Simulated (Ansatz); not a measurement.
This geometry of BH3 + FH (6 atoms, charge 0, multiplicity 1) is a first-order saddle point.

All numbers below come from RKS PBE/def2-SVP (Ansatz 0.2.0).

```xyz
6
Properties=species:S:1:pos:R:3
B 0.009 -0.160 0.058
H 0.003 0.218 1.314
H 1.066 0.124 -0.459
H -1.068 0.062 -0.448
F 0.058 -1.743 0.574
H 0.037 -0.902 1.322
```

(1) Which two structures does it join? (They come from a converged band through this point; their orientation in space is the band's.)

(2) How far does it lie above each of them?

Results:

(1) Bonds broken: B1–H2, F5–H6. Bonds formed: B1–F5, H2–H6. BH3 + FH becomes BFH2 + H2.

Image 0:

```xyz
6
Properties=species:S:1:pos:R:3
B 0.002 0.060 0.064
H -0.003 0.467 1.226
H 1.049 0.136 -0.548
H -1.053 0.073 -0.537
F 0.059 -1.736 0.635
H 0.052 -1.403 1.520
```

Image 6:

```xyz
6
Properties=species:S:1:pos:R:3
B 0.017 -0.507 -0.572
H 0.022 0.296 2.322
H 1.073 0.093 -0.647
H -1.082 0.013 -0.637
F 0.066 -1.825 -0.419
H 0.010 -0.473 2.314
```

(2) 3.3 kcal/mol above the first and 31.5 kcal/mol above the second. This is the barrier of this one path; another mechanism may lie lower. The orbitals stay closed-shell, which can raise the energy where a bond breaks towards radicals; this wasn't checked here.

Run time: 45 s on 1 thread of Arm Neoverse V1, with other jobs on the host, peak memory 0.091 GiB.
